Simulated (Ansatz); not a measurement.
**How far each method lies from UCCSDT(Q) for PBr⁻, quartet**

Geometry: that of the PBr⁻, doublet, kept fixed. The doublet lies 1.0 eV lower here.

```xyz
2

P     0.0000    0.0000    0.0000
Br    0.0000    0.0000    2.3163
```

Basis aug-cc-pVDZ; Ansatz 0.2.0. Correlated methods freeze the noble-gas cores and the filled d shells of p-block atoms, which leaves 13 electrons in 44 orbitals. R marks a restricted (for open shells ROHF) determinant, U an unrestricted one. Active spaces: valence = (13e, 8o) chosen from the atoms' valence shells. No spin–orbit coupling is included, and no scalar relativity.

Full CI isn't at hand for all of this; UCCSDT(Q) serves as the reference, and is uncertain by about the last step of the cluster series. The frozen core follows each run's orbitals, which can shift R against U totals by a few meV for light atoms and by up to 0.1 eV past Ca.

The UHF ⟨S²⟩ is 3.762 and the T1 diagnostic (RCCSD) is 0.0266. The largest doubles amplitude (RCCSD) is 0.030 and the T1 diagnostic (UCCSD) is 0.0215.

Task: From what is known of these methods and the diagnostics, rank them by the size of their error in total energy against UCCSDT(Q) in aug-cc-pVDZ, smallest first (an estimate: the text doesn't fix the numbers).
A. UCCSD
B. UHF
C. UCCSD(T)
D. UMP2
E. UCCSDT

Result: E (0.66 mEh), C (1.66 mEh), A (9.94 mEh), D (35.21 mEh), B (254.16 mEh).

All errors are against UCCSDT(Q) in aug-cc-pVDZ. Within each family the higher level lies nearer, as is usual though not guaranteed.

Natural occupations of CASSCF (valence space) about the gap: 1.999 1.998 1.002 1.001 1.001; effectively unpaired electrons, Σ n²(2−n)², 3.00.
